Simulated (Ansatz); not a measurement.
Results of B3LYP (VWN-RPA form) in Ansatz (PAW) for cubic perovskite SrTiO3 (cubic form, which distorts at low temperature).

Run with plane-wave cutoff 460 eV, 6×6×6 k mesh, Fermi–Dirac smearing 0.01 eV, no spin polarisation, scalar-relativistic PAW data made under PBE.

The cell has the measured lattice: a = b = c = 3.9050 Å, α = β = γ = 90.00°.

**Question.** Estimate the band gap and smallest direct gap on the k points sampled that the calculation returns.

**Answer.** 
band gap: 3.65 eV (on the SCF k mesh)
smallest direct gap on the k points sampled: 4.00 eV

Measured, for comparison: band gap 3.59 eV (zero-point renormalisation of 336 meV (experimental, the table's column) added back here, indirect; inputs from Miglio et al. (2020), arXiv:2011.12765).

Note: cell and atoms aren't relaxed at this level (pressure 3.4 GPa).

Spin–orbit coupling is not included.

It cost about 2.7 core-minutes (a rough figure) of CPU time.

Ansatz is a program for electronic structure.
